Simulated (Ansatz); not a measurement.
One change: `[SiH3]Cl` becomes `CCl`.

Ansatz, PBE0-D4/def2-TZVP geometries, multiplicity 1. 

```csv
property,`[SiH3]Cl`
HOMO–LUMO gap (B3LYP/def2-TZVPP) / eV,8.47
HOMO energy (PBE0/def2-TZVPP) / eV,-9.03
HOMO–LUMO gap (PBE0/def2-TZVPP) / eV,8.94
HOMO energy (B3LYP/def2-TZVPP) / eV,-8.77
size of the dipole moment (ωB97M-V/def2-TZVPP) / D,1.24
zero-point energy (PBE0-D4/def2-TZVP) / kJ/mol,68.6
```

(1) Give the same properties after the change, and the shifts. (Estimate.)

Results:

(1) The calculation gave: 
```tsv
property	`CCl`	shift
HOMO–LUMO gap (B3LYP/def2-TZVPP) / eV	8.66	0.19
HOMO energy (PBE0/def2-TZVPP) / eV	-8.42	0.61
HOMO–LUMO gap (PBE0/def2-TZVPP) / eV	9.26	0.32
HOMO energy (B3LYP/def2-TZVPP) / eV	-8.16	0.61
size of the dipole moment (ωB97M-V/def2-TZVPP) / D	1.88	0.64
zero-point energy (PBE0-D4/def2-TZVP) / kJ/mol	99.3	30.7
```

With PBE0 the HOMO rises by 0.61 eV and the LUMO rises by 0.93 eV, so the gap widens by about 0.32 eV. PBE moves the HOMO by 0.67 eV and ωB97M-V by 0.53 eV. Dipoles are sizes alone; their direction can turn.

B3LYP here is the variant with VWN-RPA as its local correlation; programs differ in this.
